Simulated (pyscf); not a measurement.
A first-order saddle from PySCF, ωB97X-D3(BJ)/def2-SVP:

```xyz
13

C     -1.2772    -0.2921    -0.9316
C     -0.0304     0.3963    -0.3823
Si    -0.5169     0.9383     1.6821
H     -1.3367    -1.3370    -0.5866
H     -1.2766    -0.3044    -2.0331
H     -2.1929     0.2266    -0.6059
H      0.8872    -0.1102    -0.7436
H      0.0657     1.4489    -0.6936
H      0.3699     1.9177     2.3744
H     -1.3836     0.0111     2.4676
H     -1.5547     1.8479     1.0311
H      0.4770    -0.0271     0.8005
H      0.7589    -0.2366     1.8973
```
Charge 0, spin multiplicity 1.

Surface: singlet, charge 0. Lowest wavenumbers (cm⁻¹): 1696i, 155, 184, 224, 278.

### Question
Name the species on either side of this saddle.

### Answer
H₃C–CH₂–SiH₃ + hydrogen (H₂) ⇌ ethane (H₃C–CH₃) + silane (SiH₄), a four-centre exchange read from left to right: C–Si, H–H broken and C–H, H–Si formed. At ωB97M-D3(BJ)/def2-TZVP it lies +70.7 kcal/mol from the left side and +78.5 kcal/mol from the right (each side as separated species at their lowest minima found). At the saddle there is also a short H–Si contact that neither side keeps. H₃C–CH₂–SiH₃ lies 12.8 kcal/mol over its isomer H₃C–SiH₂–CH₃ (electronic energy, ωB97M-D3(BJ)/def2-TZVP). This is the saddle that the search found; another between the same sides may lie lower.
